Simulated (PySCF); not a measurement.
**SN from Hartree–Fock to correlated methods**

State: ²Π (doublet), unpaired electrons π ↑. Set-up: PySCF, spin-free X2C with a Gaussian nucleus, basis sets S x2c-SVPall, N x2c-SVPall. De refers to S + N in their high-spin ground configurations, without counterpoise correction. The functionals are run spin-unrestricted. A positive dipole means S(−)N(+).

| Level | Re (Å) | ωe (cm⁻¹) | De (eV) | μ (D) |
| --- | --- | --- | --- | --- |
| ROHF | 1.475 | 1367 | 0.71 | -1.71 |
| ROHF-MP2 | 1.499 | 1358 | 4.17 | n/a |
| ROHF-SCS-MP2 | 1.500 | 1335 | 4.04 | n/a |
| ROHF-CCSD | 1.511 | 1240 | 3.59 | n/a |
| ROHF-CCSD(T) | 1.521 | 1202 | 3.93 | n/a |
| PBE | 1.523 | 1205 | 5.35 | -1.75 |
| PW91 | 1.522 | 1204 | 5.35 | -1.76 |
| TPSS | 1.523 | 1204 | 4.86 | -1.68 |
| r²SCAN | 1.511 | 1247 | 4.59 | -1.75 |
| PBE0 | 1.501 | 1288 | 4.57 | -1.80 |
| M06 | 1.507 | 1266 | 4.48 | -1.85 |

The bond length runs from 1.475 Å (ROHF) to 1.523 Å (PBE). De spans 0.71 eV (ROHF, mean field) to 5.35 eV (PBE, GGA). Correlation at CCSD(T) changes the Hartree–Fock bond energy by +3.22 eV; the triples alone change it by +0.34 eV.

Correlated steps freeze 6 core orbitals. Correlated levels converge slowly with the basis: in double zeta they bind strong bonds too weakly, by up to about 1 eV, and carry superposition errors of some tenths. The state is the lowest determinant that a PBE0 search found; another state may lie lower at other levels.
